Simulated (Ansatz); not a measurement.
## How far each method lies from full CI for C$_{2}$H$_{3}$, doublet

Geometry: MP2(full)/6-31G*, from the G2/97 set.

```xyz
5

C     0.0278   -0.6060    0.0000
C     0.0278    0.6813    0.0000
H    -0.8987   -1.1815    0.0000
H     0.9472   -1.1843    0.0000
H    -0.7120    1.4685    0.0000
```

Basis STO-3G; Ansatz 0.2.0. Correlated methods freeze the noble-gas cores, which leaves 11 electrons in 11 orbitals. R marks a restricted (for open shells ROHF) determinant, U an unrestricted one. Active spaces: valence = (11e, 11o) chosen from the atoms' valence shells.

Full CI is exact within this basis and frozen core; it isn't the basis-set limit. The frozen core follows each run's orbitals, which can shift R against U totals by a few meV.

Unrestricted rows (U) aren't spin-pure: their determinants' ⟨S²⟩ exceeds S(S+1) by up to 0.33, so they mix in states of higher spin. For open shells CISD and CISDTQ are restricted-active-space CI with the open shells as a complete middle space.

The UHF ⟨S²⟩ is 1.075. The T1 diagnostic (RCCSD) is 0.0209. The largest doubles amplitude (RCCSD) is 0.203 and the T1 diagnostic (UCCSD) is 0.0533.

```json
{"level": "UHF", "E − E(RHF) (eV)": "-0.3913"}
{"level": "RMP2", "E − E(RHF) (eV)": "-2.8364"}
{"level": "UMP2", "E − E(RHF) (eV)": "-2.5694"}
{"level": "RCCSD", "E − E(RHF) (eV)": "-3.8620"}
{"level": "UCCSD", "E − E(RHF) (eV)": "-3.8540"}
{"level": "RCCSD(T)", "E − E(RHF) (eV)": "-3.8863"}
{"level": "UCCSD(T)", "E − E(RHF) (eV)": "-3.8806"}
```

Problem. Estimate how far full CI in STO-3G lies from RCCSD(T). The table doesn't fix it; the size of (T) and the diagnostics are the guide.

Solution. Full CI in STO-3G lies 1.3 kJ/mol below RCCSD(T), which is 55 % of the (T) step (-2.3 kJ/mol). A doubles amplitude is large, and the rest is a large part of (T).

The other levels:

```
    level  E − E(full CI) (kJ/mol)  share of correlation (%)  wall time
     CISD                     27.5                     92.69     0.21 s
  BCCD(T)                      1.6                     99.58     0.46 s
   RCCSDT                      0.7                     99.81          –
   UCCSDT                      0.7                     99.80          –
   CISDTQ                      0.8                     99.79     0.58 s
RCCSDT(Q)                      0.0                     99.99      2.6 s
UCCSDT(Q)                      0.1                     99.98      2.4 s
  RCCSDTQ                      0.0                     99.99       29 s
  UCCSDTQ                      0.0                     99.99       29 s
```

The correlation energy at full CI, counted from RHF, is -3.900 eV. That run took 0.85 s on 1 thread of AMD EPYC 7R13, shared host over 107,604 determinants.

Run but not shown, since their state or frozen core can't be matched to the reference's or they repeat it: CASSCF (valence space), NEVPT2 (valence space), MRCISD (valence space), MRCISD+Q (valence space).

Times hold each run's SCF and search for its determinant on a shared host, so for small cases they say little of a method's own cost; they ran on 1 thread of AMD EPYC 7R13.

The full-CI state has the irrep A' of Cs, in the program's axes.

Natural occupations of full CI about the gap: 1.978 1.976 1.974 1.883 1.001 0.118 0.027 0.024 0.020 0.016; effectively unpaired electrons, Σ n²(2−n)², 1.11.

Atomization energy (electronic, same basis, no zero-point term; atoms at the same level, unrestricted beside the R rows where the molecule is a closed shell, with restricted open-shell steps beyond CCSDT(Q)) at full CI: 1897.0 kJ/mol. Errors of other levels:

| level | error (kJ/mol) |
| --- | --- |
| RHF | -270.1 |
| UHF | -232.3 |
| RMP2 | -48.1 |
| UMP2 | -73.8 |
| CISD | -27.5 |
| RCCSD | -3.6 |
| UCCSD | -4.4 |
| RCCSD(T) | -1.3 |
| UCCSD(T) | -1.9 |
| BCCD(T) | -1.6 |
| RCCSDT | -0.7 |
| UCCSDT | -0.8 |
| CISDTQ | -0.8 |
| RCCSDT(Q) | 0.0 |
| UCCSDT(Q) | -0.1 |
| RCCSDTQ | 0.0 |
| UCCSDTQ | 0.0 |

This basis is far from its limit, so the value isn't to be set against a measured one. Truncated CI isn't size-consistent, which counts against it in atomization.
